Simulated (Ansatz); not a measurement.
**Cl2 (singlet): wB97M-V, B2PLYP, PBE-QIDH, RPA-PBE over a series of basis sets**

Aim: see how these functionals change with the basis for Cl2 (singlet), beside the wave-function levels in the same sets.

The runs use Ansatz 0.2.0, Gaussian basis; all electrons in the functionals, frozen cores in the correlation of double hybrids and RPA.

The runs, in order: wB97M-V, B2PLYP, PBE-QIDH, RPA-PBE, at STO-3G; 6-31G; 6-31G*; cc-pV(D+d)Z; cc-pV(T+d)Z; cc-pV(Q+d)Z.

9 further runs of the same task are left out: 9 set aside as unsound or not needed.

### Step 1. What is computed

The geometry is an MP2(full)/6-31G* stationary point (not a proven minimum).

2 atoms, charge 0, spin multiplicity 1.

Atoms are counted from 1 here; the program's logs count them from 0.

Bond lengths: Cl1–Cl2 2.015 Å.

No dispersion term is added; wB97M-V holds VV10 nonlocal correlation.

### Step 2. wB97M-V, STO-3G

File in.yaml:

```yaml
crystal:
  periodic: [false, false, false]
  atoms:
    - {symbol: Cl, position_ang: [0.000000, 0.000000, 0.000000]}
    - {symbol: Cl, position_ang: [0.000000, 0.000000, 2.015082]}
basis:
  gaussian: {orbitals: STO-3G}
hamiltonian: {xc: {name: wB97M-V}}
output: {orbitals: {seedname: orbitals}}
```

Started as:

```
ansatz run in.yaml --threads 1 --pin off --events-out ev --progress --plain --max-ram 4096MiB --backend cpu
```

Output:

```text
Functional definition: wB97M-V
  name "wB97M-V"
  cite "Mardirossian & Head-Gordon, J. Chem. Phys. 144, 214110 (2016) doi:10.1063/1.4952647"
  cite "Becke, J. Chem. Phys. 107, 8554 (1997) doi:10.1063/1.475007"
  cite "Vydrov & Van Voorhis, J. Chem. Phys. 133, 244103 (2010) doi:10.1063/1.3521275"
  # Of w^i u^j: cxij and so on, Table III.
  parameter omega = 0.3/bohr
  parameter cx = 0.15
  parameter cx01 = 1.007
  parameter cx10 = 0.259
  parameter css00 = 0.443
  parameter css04 = -1.437
  parameter css10 = -4.535
  parameter css20 = -3.390
  parameter css43 = 4.278
  parameter cos00 = 1.000
  parameter cos10 = 1.358
  parameter cos20 = 2.924
  parameter cos21 = -8.812
  parameter cos60 = -1.390
  parameter cos61 = 9.142
  parameter b = 6.0
  parameter c = 0.01
  gx(w, u) = 1 - cx + cx01*u + cx10*w
  gss(w, u) = css00 + css04*u^4 + css10*w + css20*w^2 + css43*w^4*u^3
  gos(w, u) = cos00 + cos10*w + (cos20 + cos21*u)*w^2 + (cos60 + cos61*u)*w^6
  exchange = spin_sum(e_x_unif_sr(omega)*gx(b97_w, b97_u_x)) + cx*exact_x_sr(omega) + exact_x_lr(omega)
  correlation = spin_sum(e_c_pw_mod_same_spin*gss(b97_w, b97_u_same))
      + integral(e_c_pw_mod_opposite_spin*gos(b97_w_opposite, b97_u_opposite)) + vv10(b, c)
188 factors; integrals over basis functions are off by at most 1.0e-5 eV
61 factors; integrals over basis functions are off by at most 7.1e-7 eV
mean field evaluation 1: about -24773.8866 eV, gradient 6.6e0 eV
mean field evaluation 2: about -24774.1351 eV, gradient 6.1e-1 eV
mean field evaluation 4: about -24774.1431 eV, gradient 2.4e-2 eV
mean field -24774.14307838 eV, -910.4329656132 hartree, gradient 8.5e-5 eV, S^2 0.000000; 0 other end points of the search recorded, 0 dependent functions left out
reference -24774.14309074 eV, -910.4329660675 hartree; 17, 17 occupied and 1, 1 virtual orbitals, 188 factors
Total energy: -24774.14309074 eV, -910.4329660675 hartree
```

Wall time 0.76 s (1 thread of AMD EPYC 7R13, shared host).

### Step 3. wB97M-V, 6-31G

in.yaml, as its differences from that of step 2:

```diff
@@ -6,3 +6,3 @@
 basis:
-  gaussian: {orbitals: STO-3G}
+  gaussian: {orbitals: 6-31G}
 hamiltonian: {xc: {name: wB97M-V}}
```

The command is unchanged.

Output (excerpt; [...] marks lines left out):

```text
Functional definition: wB97M-V
  name "wB97M-V"
  cite "Mardirossian & Head-Gordon, J. Chem. Phys. 144, 214110 (2016) doi:10.1063/1.4952647"
  cite "Becke, J. Chem. Phys. 107, 8554 (1997) doi:10.1063/1.475007"
  cite "Vydrov & Van Voorhis, J. Chem. Phys. 133, 244103 (2010) doi:10.1063/1.3521275"
  # Of w^i u^j: cxij and so on, Table III.
[...]
  gx(w, u) = 1 - cx + cx01*u + cx10*w
  gss(w, u) = css00 + css04*u^4 + css10*w + css20*w^2 + css43*w^4*u^3
  gos(w, u) = cos00 + cos10*w + (cos20 + cos21*u)*w^2 + (cos60 + cos61*u)*w^6
[...]
      + integral(e_c_pw_mod_opposite_spin*gos(b97_w_opposite, b97_u_opposite)) + vv10(b, c)
285 factors; integrals over basis functions are off by at most 1.6e-4 eV
86 factors; integrals over basis functions are off by at most 6.6e-6 eV
[...]
mean field -25040.76819034 eV, -920.2312577526 hartree, gradient 4.1e-5 eV, S^2 0.000000; 0 other end points of the search recorded, 0 dependent functions left out
reference -25040.76821370 eV, -920.2312586111 hartree; 17, 17 occupied and 9, 9 virtual orbitals, 285 factors
Total energy: -25040.76821370 eV, -920.2312586111 hartree
```

It took 1.1 s on 1 thread of AMD EPYC 7R13, shared host.

### Step 4. wB97M-V, 6-31G*

in.yaml, as its differences from that of step 3:

```diff
@@ -6,3 +6,3 @@
 basis:
-  gaussian: {orbitals: 6-31G}
+  gaussian: {orbitals: "6-31G*"}
 hamiltonian: {xc: {name: wB97M-V}}
```

The command is unchanged.

Output (excerpt; [...] marks lines left out):

```text
Functional definition: wB97M-V
  name "wB97M-V"
  cite "Mardirossian & Head-Gordon, J. Chem. Phys. 144, 214110 (2016) doi:10.1063/1.4952647"
  cite "Becke, J. Chem. Phys. 107, 8554 (1997) doi:10.1063/1.475007"
  cite "Vydrov & Van Voorhis, J. Chem. Phys. 133, 244103 (2010) doi:10.1063/1.3521275"
  # Of w^i u^j: cxij and so on, Table III.
[...]
  gx(w, u) = 1 - cx + cx01*u + cx10*w
  gss(w, u) = css00 + css04*u^4 + css10*w + css20*w^2 + css43*w^4*u^3
  gos(w, u) = cos00 + cos10*w + (cos20 + cos21*u)*w^2 + (cos60 + cos61*u)*w^6
[...]
      + integral(e_c_pw_mod_opposite_spin*gos(b97_w_opposite, b97_u_opposite)) + vv10(b, c)
335 factors; integrals over basis functions are off by at most 3.4e-4 eV
82 factors; integrals over basis functions are off by at most 2.4e-5 eV
[...]
mean field -25041.97058513 eV, -920.2754449463 hartree, gradient 2.1e-5 eV, S^2 0.000000; 0 other end points of the search recorded, 0 dependent functions left out
reference -25041.97060850 eV, -920.2754458049 hartree; 17, 17 occupied and 21, 21 virtual orbitals, 335 factors
Total energy: -25041.97060850 eV, -920.2754458049 hartree
```

Wall time 1.7 s (1 thread of AMD EPYC 7R13, shared host).

### Step 5. wB97M-V, cc-pV(D+d)Z

in.yaml, as its differences from that of step 4:

```diff
@@ -6,3 +6,3 @@
 basis:
-  gaussian: {orbitals: "6-31G*"}
+  gaussian: {orbitals: "cc-pV(D+d)Z.json"}
 hamiltonian: {xc: {name: wB97M-V}}
```

Same command.

Output (excerpt; [...] marks lines left out):

```text
Functional definition: wB97M-V
  name "wB97M-V"
  cite "Mardirossian & Head-Gordon, J. Chem. Phys. 144, 214110 (2016) doi:10.1063/1.4952647"
  cite "Becke, J. Chem. Phys. 107, 8554 (1997) doi:10.1063/1.475007"
  cite "Vydrov & Van Voorhis, J. Chem. Phys. 133, 244103 (2010) doi:10.1063/1.3521275"
  # Of w^i u^j: cxij and so on, Table III.
[...]
  gx(w, u) = 1 - cx + cx01*u + cx10*w
  gss(w, u) = css00 + css04*u^4 + css10*w + css20*w^2 + css43*w^4*u^3
  gos(w, u) = cos00 + cos10*w + (cos20 + cos21*u)*w^2 + (cos60 + cos61*u)*w^6
[...]
      + integral(e_c_pw_mod_opposite_spin*gos(b97_w_opposite, b97_u_opposite)) + vv10(b, c)
478 factors; integrals over basis functions are off by at most 1.3e-3 eV
93 factors; integrals over basis functions are off by at most 1.4e-5 eV
[...]
mean field -25043.33397300 eV, -920.3255485262 hartree, gradient 6.4e-5 eV, S^2 0.000000; 0 other end points of the search recorded, 0 dependent functions left out
reference -25043.33399298 eV, -920.3255492607 hartree; 17, 17 occupied and 29, 29 virtual orbitals, 478 factors
Total energy: -25043.33399298 eV, -920.3255492607 hartree
```

Run time: 2.2 s. Hardware: 1 thread of AMD EPYC 7R13, shared host.

### Step 6. wB97M-V, cc-pV(T+d)Z

in.yaml, as its differences from that of step 5:

```diff
@@ -6,4 +6,4 @@
 basis:
-  gaussian: {orbitals: "cc-pV(D+d)Z.json"}
+  gaussian: {orbitals: "cc-pV(T+d)Z.json"}
 hamiltonian: {xc: {name: wB97M-V}}
-output: {orbitals: {seedname: orbitals}}
+output: {forces: true, orbitals: {seedname: orbitals}}
```

Same command.

Output (excerpt; [...] marks lines left out):

```text
Functional definition: wB97M-V
  name "wB97M-V"
  cite "Mardirossian & Head-Gordon, J. Chem. Phys. 144, 214110 (2016) doi:10.1063/1.4952647"
  cite "Becke, J. Chem. Phys. 107, 8554 (1997) doi:10.1063/1.475007"
  cite "Vydrov & Van Voorhis, J. Chem. Phys. 133, 244103 (2010) doi:10.1063/1.3521275"
  # Of w^i u^j: cxij and so on, Table III.
[...]
  gx(w, u) = 1 - cx + cx01*u + cx10*w
  gss(w, u) = css00 + css04*u^4 + css10*w + css20*w^2 + css43*w^4*u^3
  gos(w, u) = cos00 + cos10*w + (cos20 + cos21*u)*w^2 + (cos60 + cos61*u)*w^6
[...]
      + integral(e_c_pw_mod_opposite_spin*gos(b97_w_opposite, b97_u_opposite)) + vv10(b, c)
644 factors; their error is unknown
81 factors; integrals over basis functions are off by at most 8.7e-5 eV
[...]
mean field -25044.35893867 eV, -920.3632153200 hartree, gradient 2.4e-5 eV, S^2 0.000000; 0 other end points of the search recorded, 0 dependent functions left out
[...]
reference -25044.35896438 eV, -920.3632162648 hartree; 17, 17 occupied and 61, 61 virtual orbitals, 644 factors
Total energy: -25044.35896438 eV, -920.3632162648 hartree
Atom 0 at     0.000000     0.000000     0.000000 Å, force    -0.000000     0.000000     0.527943 eV/Å
Atom 1 at     0.000000     0.000000     2.015082 Å, force     0.000000    -0.000000    -0.527943 eV/Å
Dipole moment:    -0.000000     0.000000    -0.000000 e Å
```

It took 2.8 s on 1 thread of AMD EPYC 7R13, shared host.

### Step 7. wB97M-V, cc-pV(Q+d)Z

in.yaml, as its differences from that of step 6:

```diff
@@ -6,4 +6,4 @@
 basis:
-  gaussian: {orbitals: "cc-pV(T+d)Z.json"}
+  gaussian: {orbitals: "cc-pV(Q+d)Z.json"}
 hamiltonian: {xc: {name: wB97M-V}}
-output: {forces: true, orbitals: {seedname: orbitals}}
+output: {orbitals: {seedname: orbitals}}
```

The command is unchanged.

Output (excerpt; [...] marks lines left out):

```text
Functional definition: wB97M-V
  name "wB97M-V"
  cite "Mardirossian & Head-Gordon, J. Chem. Phys. 144, 214110 (2016) doi:10.1063/1.4952647"
  cite "Becke, J. Chem. Phys. 107, 8554 (1997) doi:10.1063/1.475007"
  cite "Vydrov & Van Voorhis, J. Chem. Phys. 133, 244103 (2010) doi:10.1063/1.3521275"
  # Of w^i u^j: cxij and so on, Table III.
[...]
  gx(w, u) = 1 - cx + cx01*u + cx10*w
  gss(w, u) = css00 + css04*u^4 + css10*w + css20*w^2 + css43*w^4*u^3
  gos(w, u) = cos00 + cos10*w + (cos20 + cos21*u)*w^2 + (cos60 + cos61*u)*w^6
[...]
      + integral(e_c_pw_mod_opposite_spin*gos(b97_w_opposite, b97_u_opposite)) + vv10(b, c)
672 factors; their error is unknown
85 factors; integrals over basis functions are off by at most 1.7e-4 eV
[...]
mean field -25044.57279074 eV, -920.3710742386 hartree, gradient 1.0e-5 eV, S^2 0.000000; 0 other end points of the search recorded, 0 dependent functions left out
reference -25044.57282100 eV, -920.3710753507 hartree; 17, 17 occupied and 111, 111 virtual orbitals, 672 factors
Total energy: -25044.57282100 eV, -920.3710753507 hartree
```

It took 3.6 s on 1 thread of AMD EPYC 7R13, shared host; peak memory 0.25 GiB.

### Step 8. B2PLYP, STO-3G

File in.yaml:

```yaml
crystal:
  periodic: [false, false, false]
  atoms:
    - {symbol: Cl, position_ang: [0.000000, 0.000000, 0.000000]}
    - {symbol: Cl, position_ang: [0.000000, 0.000000, 2.015082]}
basis:
  gaussian: {orbitals: STO-3G}
hamiltonian: {xc: {name: B2PLYP}}
correlation: {electrons: outside_noble_gas}
```

Same command.

Output (excerpt; [...] marks lines left out):

```text
Functional definition: B2PLYP
  name "B2PLYP"
  cite "Grimme, J. Chem. Phys. 124, 034108 (2006) doi:10.1063/1.2148954"
  cite "Becke, Phys. Rev. A 38, 3098 (1988) doi:10.1103/PhysRevA.38.3098"
  cite "Lee, Yang & Parr, Phys. Rev. B 37, 785 (1988) doi:10.1103/PhysRevB.37.785"
[...]
188 factors; integrals over basis functions are off by at most 1.0e-5 eV
[...]
mean field -24762.39597698 eV, -910.0012675993 hartree, gradient 1.8e-6 eV, S^2 0.000000; 0 other end points of the search recorded, 0 dependent functions left out
10 core orbitals not correlated: weight in the atoms' cores, before any rotation towards them, 1.000 or more for the frozen orbitals, at most 0.000 for the correlated occupied ones
reference -24762.39604999 eV, -910.0012702823 hartree; 7, 7 occupied and 1, 1 virtual orbitals, 188 factors
second order -0.72062961 eV of doubles, -0.00000000 eV of singles
Total energy: -24762.59061999 eV, -910.0084205977 hartree
```

Wall time 0.28 s (1 thread of AMD EPYC 7R13, shared host).

### Step 9. B2PLYP, 6-31G

in.yaml, as its differences from that of step 8:

```diff
@@ -6,3 +6,3 @@
 basis:
-  gaussian: {orbitals: STO-3G}
+  gaussian: {orbitals: 6-31G}
 hamiltonian: {xc: {name: B2PLYP}}
```

Same command.

Output (excerpt; [...] marks lines left out):

```text
Functional definition: B2PLYP
  name "B2PLYP"
  cite "Grimme, J. Chem. Phys. 124, 034108 (2006) doi:10.1063/1.2148954"
  cite "Becke, Phys. Rev. A 38, 3098 (1988) doi:10.1103/PhysRevA.38.3098"
  cite "Lee, Yang & Parr, Phys. Rev. B 37, 785 (1988) doi:10.1103/PhysRevB.37.785"
[...]
285 factors; integrals over basis functions are off by at most 1.6e-4 eV
[...]
mean field -25031.53423864 eV, -919.8919162865 hartree, gradient 3.4e-6 eV, S^2 0.000000; 0 other end points of the search recorded, 0 dependent functions left out
10 core orbitals not correlated: weight in the atoms' cores, before any rotation towards them, 1.000 or more for the frozen orbitals, at most 0.000 for the correlated occupied ones
reference -25031.53433934 eV, -919.8919199874 hartree; 7, 7 occupied and 9, 9 virtual orbitals, 285 factors
second order -3.02836962 eV of doubles, -0.00000000 eV of singles
Total energy: -25032.35199914 eV, -919.9219684307 hartree
```

It took 0.46 s on 1 thread of AMD EPYC 7R13, shared host.

### Step 10. B2PLYP, 6-31G*

in.yaml, as its differences from that of step 9:

```diff
@@ -6,3 +6,3 @@
 basis:
-  gaussian: {orbitals: 6-31G}
+  gaussian: {orbitals: "6-31G*"}
 hamiltonian: {xc: {name: B2PLYP}}
```

The command is unchanged.

Output (excerpt; [...] marks lines left out):

```text
Functional definition: B2PLYP
  name "B2PLYP"
  cite "Grimme, J. Chem. Phys. 124, 034108 (2006) doi:10.1063/1.2148954"
  cite "Becke, Phys. Rev. A 38, 3098 (1988) doi:10.1103/PhysRevA.38.3098"
  cite "Lee, Yang & Parr, Phys. Rev. B 37, 785 (1988) doi:10.1103/PhysRevB.37.785"
[...]
335 factors; integrals over basis functions are off by at most 3.4e-4 eV
[...]
mean field -25032.74696714 eV, -919.9364832372 hartree, gradient 5.1e-6 eV, S^2 0.000000; 0 other end points of the search recorded, 0 dependent functions left out
10 core orbitals not correlated: weight in the atoms' cores, before any rotation towards them, 1.000 or more for the frozen orbitals, at most 0.000 for the correlated occupied ones
reference -25032.74706844 eV, -919.9364869596 hartree; 7, 7 occupied and 21, 21 virtual orbitals, 335 factors
second order -8.60312699 eV of doubles, -0.00000000 eV of singles
Total energy: -25035.06991272 eV, -920.0218499127 hartree
```

It took 0.7 s on 1 thread of AMD EPYC 7R13, shared host.

### Step 11. B2PLYP, cc-pV(D+d)Z

in.yaml, as its differences from that of step 10:

```diff
@@ -6,3 +6,3 @@
 basis:
-  gaussian: {orbitals: "6-31G*"}
+  gaussian: {orbitals: "cc-pV(D+d)Z.json"}
 hamiltonian: {xc: {name: B2PLYP}}
```

The command is unchanged.

Output (excerpt; [...] marks lines left out):

```text
Functional definition: B2PLYP
  name "B2PLYP"
  cite "Grimme, J. Chem. Phys. 124, 034108 (2006) doi:10.1063/1.2148954"
  cite "Becke, Phys. Rev. A 38, 3098 (1988) doi:10.1103/PhysRevA.38.3098"
  cite "Lee, Yang & Parr, Phys. Rev. B 37, 785 (1988) doi:10.1103/PhysRevB.37.785"
[...]
478 factors; integrals over basis functions are off by at most 1.3e-3 eV
[...]
mean field -25034.14536079 eV, -919.9878732559 hartree, gradient 9.1e-7 eV, S^2 0.000000; 0 other end points of the search recorded, 0 dependent functions left out
10 core orbitals not correlated: weight in the atoms' cores, before any rotation towards them, 1.000 or more for the frozen orbitals, at most 0.000 for the correlated occupied ones
reference -25034.14545902 eV, -919.9878768656 hartree; 7, 7 occupied and 29, 29 virtual orbitals, 478 factors
second order -9.29562171 eV of doubles, -0.00000000 eV of singles
Total energy: -25036.65527688 eV, -920.0801109709 hartree
```

Wall time 0.97 s (1 thread of AMD EPYC 7R13, shared host).

### Step 12. B2PLYP, cc-pV(T+d)Z

in.yaml, as its differences from that of step 11:

```diff
@@ -6,3 +6,3 @@
 basis:
-  gaussian: {orbitals: "cc-pV(D+d)Z.json"}
+  gaussian: {orbitals: "cc-pV(T+d)Z.json"}
 hamiltonian: {xc: {name: B2PLYP}}
```

Launched as before.

Output (excerpt; [...] marks lines left out):

```text
Functional definition: B2PLYP
  name "B2PLYP"
  cite "Grimme, J. Chem. Phys. 124, 034108 (2006) doi:10.1063/1.2148954"
  cite "Becke, Phys. Rev. A 38, 3098 (1988) doi:10.1103/PhysRevA.38.3098"
  cite "Lee, Yang & Parr, Phys. Rev. B 37, 785 (1988) doi:10.1103/PhysRevB.37.785"
[...]
475 factors; integrals over basis functions are off by at most 6.8e-4 eV
[...]
mean field -25035.10459338 eV, -920.0231244033 hartree, gradient 8.1e-6 eV, S^2 0.000000; 0 other end points of the search recorded, 0 dependent functions left out
10 core orbitals not correlated: weight in the atoms' cores, before any rotation towards them, 1.000 or more for the frozen orbitals, at most 0.000 for the correlated occupied ones
reference -25035.10471604 eV, -920.0231289111 hartree; 7, 7 occupied and 61, 61 virtual orbitals, 475 factors
second order -12.65022105 eV of doubles, -0.00000000 eV of singles
Total energy: -25038.52027573 eV, -920.1486484144 hartree
```

It took 1.2 s on 1 thread of AMD EPYC 7R13, shared host.

### Step 13. B2PLYP, cc-pV(Q+d)Z

in.yaml, as its differences from that of step 12:

```diff
@@ -6,3 +6,3 @@
 basis:
-  gaussian: {orbitals: "cc-pV(T+d)Z.json"}
+  gaussian: {orbitals: "cc-pV(Q+d)Z.json"}
 hamiltonian: {xc: {name: B2PLYP}}
```

The command is unchanged.

Output (excerpt; [...] marks lines left out):

```text
Functional definition: B2PLYP
  name "B2PLYP"
  cite "Grimme, J. Chem. Phys. 124, 034108 (2006) doi:10.1063/1.2148954"
  cite "Becke, Phys. Rev. A 38, 3098 (1988) doi:10.1103/PhysRevA.38.3098"
  cite "Lee, Yang & Parr, Phys. Rev. B 37, 785 (1988) doi:10.1103/PhysRevB.37.785"
[...]
783 factors; integrals over basis functions are off by at most 8.3e-4 eV
[...]
mean field -25035.31842973 eV, -920.0309827443 hartree, gradient 2.1e-6 eV, S^2 0.000000; 0 other end points of the search recorded, 0 dependent functions left out
10 core orbitals not correlated: weight in the atoms' cores, before any rotation towards them, 1.000 or more for the frozen orbitals, at most 0.000 for the correlated occupied ones
reference -25035.31854973 eV, -920.0309871542 hartree; 7, 7 occupied and 111, 111 virtual orbitals, 783 factors
second order -13.83921839 eV of doubles, -0.00000000 eV of singles
Total energy: -25039.05513870 eV, -920.1683042659 hartree
```

It took 2.6 s on 1 thread of AMD EPYC 7R13, shared host.

### Step 14. PBE-QIDH, STO-3G

in.yaml, as its differences from that of step 13:

```diff
@@ -6,4 +6,4 @@
 basis:
-  gaussian: {orbitals: "cc-pV(Q+d)Z.json"}
-hamiltonian: {xc: {name: B2PLYP}}
+  gaussian: {orbitals: STO-3G}
+hamiltonian: {xc: {name: PBE-QIDH}}
 correlation: {electrons: outside_noble_gas}
```

Launched as before.

Output (excerpt; [...] marks lines left out):

```text
Functional definition: PBE-QIDH
  name "PBE-QIDH"
  cite "Brémond, Sancho-García, Pérez-Jiménez & Adamo, J. Chem. Phys. 141, 031101 (2014) doi:10.1063/1.4890314"
  cite "Perdew, Burke & Ernzerhof, Phys. Rev. Lett. 77, 3865 (1996) doi:10.1103/PhysRevLett.77.3865"
[...]
188 factors; integrals over basis functions are off by at most 1.0e-5 eV
[...]
mean field -24758.49934150 eV, -909.8580688867 hartree, gradient 1.9e-6 eV, S^2 0.000000; 0 other end points of the search recorded, 0 dependent functions left out
10 core orbitals not correlated: weight in the atoms' cores, before any rotation towards them, 1.000 or more for the frozen orbitals, at most 0.000 for the correlated occupied ones
reference -24758.49934506 eV, -909.8580690174 hartree; 7, 7 occupied and 1, 1 virtual orbitals, 188 factors
second order -0.63718270 eV of doubles, -0.00000000 eV of singles
Total energy: -24758.71173929 eV, -909.8658743615 hartree
```

Wall time 0.31 s (1 thread of AMD EPYC 7R13, shared host).

### Step 15. PBE-QIDH, 6-31G

in.yaml, as its differences from that of step 14:

```diff
@@ -6,3 +6,3 @@
 basis:
-  gaussian: {orbitals: STO-3G}
+  gaussian: {orbitals: 6-31G}
 hamiltonian: {xc: {name: PBE-QIDH}}
```

The command is unchanged.

Output (excerpt; [...] marks lines left out):

```text
Functional definition: PBE-QIDH
  name "PBE-QIDH"
  cite "Brémond, Sancho-García, Pérez-Jiménez & Adamo, J. Chem. Phys. 141, 031101 (2014) doi:10.1063/1.4890314"
  cite "Perdew, Burke & Ernzerhof, Phys. Rev. Lett. 77, 3865 (1996) doi:10.1103/PhysRevLett.77.3865"
[...]
285 factors; integrals over basis functions are off by at most 1.6e-4 eV
[...]
mean field -25025.18361897 eV, -919.6585353185 hartree, gradient 1.1e-6 eV, S^2 0.000000; 0 other end points of the search recorded, 0 dependent functions left out
10 core orbitals not correlated: weight in the atoms' cores, before any rotation towards them, 1.000 or more for the frozen orbitals, at most 0.000 for the correlated occupied ones
reference -25025.18362455 eV, -919.6585355236 hartree; 7, 7 occupied and 9, 9 virtual orbitals, 285 factors
second order -2.75127696 eV of doubles, -0.00000000 eV of singles
Total energy: -25026.10071687 eV, -919.6922380447 hartree
```

It took 0.46 s on 1 thread of AMD EPYC 7R13, shared host.

### Step 16. PBE-QIDH, 6-31G*

in.yaml, as its differences from that of step 15:

```diff
@@ -6,3 +6,3 @@
 basis:
-  gaussian: {orbitals: 6-31G}
+  gaussian: {orbitals: "6-31G*"}
 hamiltonian: {xc: {name: PBE-QIDH}}
```

The command is unchanged.

Output (excerpt; [...] marks lines left out):

```text
Functional definition: PBE-QIDH
  name "PBE-QIDH"
  cite "Brémond, Sancho-García, Pérez-Jiménez & Adamo, J. Chem. Phys. 141, 031101 (2014) doi:10.1063/1.4890314"
  cite "Perdew, Burke & Ernzerhof, Phys. Rev. Lett. 77, 3865 (1996) doi:10.1103/PhysRevLett.77.3865"
[...]
335 factors; integrals over basis functions are off by at most 3.4e-4 eV
[...]
mean field -25026.42905907 eV, -919.7043043980 hartree, gradient 3.1e-6 eV, S^2 0.000000; 0 other end points of the search recorded, 0 dependent functions left out
10 core orbitals not correlated: weight in the atoms' cores, before any rotation towards them, 1.000 or more for the frozen orbitals, at most 0.000 for the correlated occupied ones
reference -25026.42906469 eV, -919.7043046045 hartree; 7, 7 occupied and 21, 21 virtual orbitals, 335 factors
second order -7.97218303 eV of doubles, -0.00000000 eV of singles
Total energy: -25029.08645904 eV, -919.8019620454 hartree
```

It took 0.64 s on 1 thread of AMD EPYC 7R13, shared host.

(Part 1 of 2 ends here.)
